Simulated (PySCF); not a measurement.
Species: C4H7P.
Geometry (GFN2-xTB, Å), atoms numbered from 1 in this order:
```xyz
12
C4H7P angstrom
C      2.419    0.484    0.607
P      0.924    1.197    0.474
C     -0.111   -0.235   -0.028
C     -1.535   -0.297    0.462
C     -1.262    0.004   -0.970
H      2.608   -0.560    0.415
H      3.269    1.078    0.897
H      0.419   -1.177   -0.124
H     -1.891    0.507    1.090
H     -1.936   -1.264    0.725
H     -1.431    1.013   -1.318
H     -1.473   -0.753   -1.711
```

Definitions: NICS(0) = −σiso at the ring centroid; NICS(1) = −σiso and NICS(1)zz = −σzz at ±1 Å along the ring normal z. Level: GIAO PBE0/pcSseg-1 (PySCF, non-relativistic, gas phase) on the GFN2-xTB geometry, one conformer.

Ring bond lengths (Å), with Mayer bond orders in brackets: C3–C4 1.507 (0.92), C4–C5 1.489 (0.97), C5–C3 1.507 (0.92).

Problem. Give the NICS values of each ring in ppm.

Solution. 
```csv
ring,type,NICS(0),"NICS(1), two faces","NICS(1)zz, two faces",rms pucker (Å),"centre to ring atoms, mean (Å)"
C3–C4–C5,3-membered carbocycle; formal bonds all single,-42.9,-8.4 / -7.9,-23.9 / -22.4,0.00,0.87
```

Problem. What can be read from them?

Solution. 
- C3–C4–C5: mean NICS(1)zz -23.2 ppm, shielded. C3, C4, C5 have four or more neighbours, so the value isn't read as a sign of a π ring current. NICS(0) lies 35 ppm below the mean NICS(1).

Problem. How shielded are the nuclei of the rings and their hydrogens (means over atoms taken as equivalent)?

Solution. 
```
   atoms                     environment  σ isotropic (ppm)
      C3  sp3 carbon bound to phosphorus              160.1
 C4 (×2)      three-membered-ring carbon              179.2
      H8                methine hydrogen              30.28
 H9 (×2)              methylene hydrogen              31.07
H10 (×2)              methylene hydrogen              30.73
```
